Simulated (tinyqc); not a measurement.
Worked calculation: extended Hueckel theory, for CH2-. The parameters take no account of the charge, which enters only through the electron count, and nothing here shows that the anion is bound. One step of it, computed by the program tinyqc.

Task: Orbitals. Solve H C = S C e through S^(-1/2); fill by pairs from the bottom, a degenerate level sharing its electrons equally; each orbital has its largest coefficient positive (the first on a tie).

H (eV), lower triangle:
```
             1C 2s      1C 2px      1C 2py      1C 2pz       2H 1s       3H 1s
1C 2s   -21.400000
1C 2px    0.000000  -11.400000
1C 2py    0.000000    0.000000  -11.400000
1C 2pz    0.000000    0.000000    0.000000  -11.400000
2H 1s   -18.333693    0.000000  -10.591920   -6.862034  -13.600000
3H 1s   -18.333693    0.000000   10.591920   -6.862034   -4.083830  -13.600000
```

overlap S, lower triangle:
```
           1C 2s    1C 2px     1C 2py    1C 2pz     2H 1s     3H 1s
1C 2s   1.000000
1C 2px  0.000000  1.000000
1C 2py  0.000000  0.000000   1.000000
1C 2pz  0.000000  0.000000   0.000000  1.000000
2H 1s   0.511743  0.000000   0.422055  0.273431  1.000000
3H 1s   0.511743  0.000000  -0.422055  0.273431  0.150141  1.000000
```

valence electrons = 7

Give: orbital energies; occupations; coefficients; sum of one-electron energies.

Result:

orbital energies (eV): -25.7969  -16.7217  -12.2704  -11.4000  14.0412  35.5426

occupations: 2.0000  2.0000  2.0000  1.0000  0.0000  0.0000

coefficients:
```
            MO1      MO2      MO3     MO4      MO5      MO6
1C 2s    0.6603   0.0000  -0.2997  0.0000   0.0000   1.2540
1C 2px   0.0000   0.0000   0.0000  1.0000   0.0000   0.0000
1C 2py   0.0000   0.5560   0.0000  0.0000   1.1885   0.0000
1C 2pz  -0.0075   0.0000   0.9147  0.0000   0.0000   0.6906
2H 1s    0.2828   0.4186   0.1135  0.0000  -0.9153  -0.9776
3H 1s    0.2828  -0.4186   0.1135  0.0000   0.9153  -0.9776
```

sum of one-electron energies = -120.9780 eV
